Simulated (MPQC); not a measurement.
# SF (Monosulfur monofluoride): levels of theory compared

Wanted: a comparison of 3 runs (UHF/STO-3G, ROHF/pc-2, UB3LYP/6-31G*) of SF (Monosulfur monofluoride). 

The results are computed with MPQC 2.3.1.

2 further runs of the same task are left out: 2 set aside as unsound or not needed.

## (1) The structure to begin with

The species is SF (2 atoms), meant as a doublet with charge 0. SMILES: `F[S]`. The coordinates come from a GFN2-xTB relaxation.

Bond lengths: F1–S2 1.627 Å.

## (2) Energy and gradient at UHF/STO-3G (run 1)

Input file job.in:

```
molecule<Molecule>: (
   symmetry = c1
   unit = bohr
   { atoms geometry } = {
      F  [ 0.00000000   0.00000000   0.00000000 ]
      S  [ 0.00000000   0.00000000   3.07369623 ]
   }
)
basis<GaussianBasisSet>: (
   name = "STO-3G"
   molecule = $:molecule
   basisdir = "."
   puream = yes
)
mpqc: (
   checkpoint = no
   savestate = no
   restart = no
   do_energy = yes
   do_gradient = yes
   optimize = no
   mole<UHF>: (
      molecule = $:molecule
      basis = $:basis
      total_charge = 0
      multiplicity = 2
      memory = 1000000000
      print_evals = yes
      print_npa = yes
      maxiter = 120
      value_accuracy = 1e-08
      guess_wavefunction<UHF>: (
         molecule = $:molecule
         total_charge = 0
         multiplicity = 2
         memory = 1000000000
         value_accuracy = 1e-3
         basis<GaussianBasisSet>: (
            name = "STO-3G"
            molecule = $:molecule
         )
      )
   )
)
```

The basis set STO-3G is read from a file made from the Basis Set Exchange's data (not shown).

Started as:

```bash
mpqc job.in > job.out
```

What it wrote:

```text
MPQC: Massively Parallel Quantum Chemistry
[...]
  <S^2>      = 0.756336
  total scf energy = -491.1488435694
[...]
Value of the MolecularEnergy: -491.1488435694
  Gradient of the MolecularEnergy:
      1   -0.0000000007
      2   -0.0000000008
      3    0.0063081525
      4    0.0000000007
      5    0.0000000008
      6   -0.0063081525
  Function Parameters:
    value_accuracy    = 5.541755e-09 (1.000000e-08) (computed)
    gradient_accuracy = 5.541755e-07 (1.000000e-06) (computed)
    hessian_accuracy  = 0.000000e+00 (1.000000e-04)
[...]
      symmetry = c1
[...]
      nbasis = 14
[...]
    nalpha = 13
    nbeta = 12
[...]
```

Run time: 0.18 s. Hardware: 1 thread of Intel Xeon 6975P-C (Granite Rapids), shared host.

## (3) A single-point energy at ROHF/pc-2 (run 2)

Input file mol.in:

```
% emacs should use -*- KeyVal -*- mode
molecule<Molecule>: (
   symmetry = c1
   unit = bohr
   { atoms geometry } = {
      F  [ 0.00000000 0.00000000 0.00000000 ]
      S  [ 0.00000000 0.00000000 3.07369623 ]
   }
)
basis<GaussianBasisSet>: (
   name = "pc-2"
   molecule = $:molecule
   puream = yes
)
mpqc: (
   checkpoint = no
   savestate = no
   restart = no
   do_energy = yes
   do_gradient = no
   optimize = no
   mole<HSOSHF>: (
      molecule = $:molecule
      basis = $:basis
      total_charge = 0
      multiplicity = 2
      memory = 1000000000
      print_evals = yes
      print_npa = yes
      maxiter = 60
      guess_wavefunction<HSOSHF>: (
         molecule = $:molecule
         total_charge = 0
         multiplicity = 2
         memory = 1000000000
         value_accuracy = 1e-3
         basis<GaussianBasisSet>: (
            name = "STO-3G"
            molecule = $:molecule
         )
      )
   )
)
```

Started as:

```bash
mpqc mol.in > mol.out
```

What it wrote:

```text
MPQC: Massively Parallel Quantum Chemistry
[...]
  LUMO is    14   A =   0.089623
  total scf energy = -496.9587496809
Value of the MolecularEnergy: -496.9587496809
[...]
      symmetry = c1
[...]
      nbasis = 64
[...]
```

It took 2.9 s on 1 thread of Intel Xeon 6975P-C (Granite Rapids), shared host; peak memory 0.28 GiB.

## (4) Energy and gradient at UB3LYP/6-31G(d) (spherical functions) (run 3)

Input file mol.in:

```
molecule<Molecule>: (
   symmetry = c1
   unit = angstrom
   { atoms geometry } = {
      F  [ 0.000000 0.000000 0.000000 ]
      S  [ 0.000000 0.000000 1.626530 ]
   }
)
basis<GaussianBasisSet>: (
   name = "6-31G*"
   molecule = $:molecule
   basisdir = "."
   puream = yes
)
mpqc: (
   checkpoint = no
   savestate = no
   restart = no
   do_energy = yes
   do_gradient = yes
   optimize = no
   mole<UKS>: (
      molecule = $:molecule
      basis = $:basis
      total_charge = 0
      multiplicity = 2
      memory = 1000000000
      print_evals = yes
      print_npa = yes
      maxiter = 120
      value_accuracy = 1e-08
      functional<StdDenFunctional>: ( name = "B3LYP" )
      integrator<RadialAngularIntegrator>: ( grid = xfine )
      guess_wavefunction<UHF>: (
         molecule = $:molecule
         total_charge = 0
         multiplicity = 2
         memory = 1000000000
         value_accuracy = 1e-3
         basis<GaussianBasisSet>: (
            name = "STO-2G"
            molecule = $:molecule
         )
      )
   )
)
```

The basis set 6-31G* is read from a file made from the Basis Set Exchange's data (not shown).

Started as:

```bash
mpqc mol.in > mol.out
```

What it wrote:

```text
MPQC: Massively Parallel Quantum Chemistry
[...]
  Integrated electron density error = -0.000542012725
  iter     1 energy = -497.3881054963 delta = 2.81894e-01
  Integrated electron density error = -0.000031191531
  iter     2 energy = -497.6856236576 delta = 4.98454e-02
[...]
  Integrated electron density error = 0.000000037313
  iter    41 energy = -497.9448249610 delta = 2.90988e-08
  Integrated electron density error = 0.000000037313
  iter    42 energy = -497.9448249610 delta = 1.89290e-08
  Integrated electron density error = 0.000000037312
  iter    43 energy = -497.9448249610 delta = 1.97377e-08
[...]
  <S^2>      = 0.752342
  total scf energy = -497.9448249610
[...]
  Integrated electron density error = 0.000000036757
  Total Gradient:
[...]
Value of the MolecularEnergy: -497.9448249610
  Gradient of the MolecularEnergy:
      1   -0.0000000108
      2   -0.0000000108
      3    0.0015210872
      4    0.0000000108
      5    0.0000000108
      6   -0.0015210872
  Unrestricted Kohn-Sham (UKS) Parameters:
    Function Parameters:
      value_accuracy    = 8.454989e-09 (1.000000e-08) (computed)
      gradient_accuracy = 8.454989e-07 (1.000000e-06) (computed)
      hessian_accuracy  = 0.000000e+00 (1.000000e-04)
[...]
        symmetry = c1
[...]
        nbasis = 32
[...]
      nalpha = 13
      nbeta = 12
[...]
```

It took 6 s on 1 thread of Intel Xeon 6975P-C (Granite Rapids), shared host.

## (5) All runs side by side

```
run                                level      task  SCF convergence threshold  energy (Eh)   ⟨S²⟩  largest force (eV/Å)  wall time
  1                           UHF/STO-3G  gradient                      1e-08  -491.148844  0.756                 0.324     0.18 s
  2                            ROHF/pc-2    energy                          –  -496.958750      –                     –      2.9 s
  3  UB3LYP/6-31G* (spherical functions)  gradient                      1e-08  -497.944825  0.752                 0.078        6 s
```

## (6) Outcome

```
                       quantity          value
            run 3: total energy  -497.94482 Eh
                    run 3: ⟨S²⟩          0.752
run 3: largest force on an atom     0.078 eV/Å
```

In words: In run 1 the basis is minimal, so the values are rough. All runs together took 9.1 s, the longest 6 s.
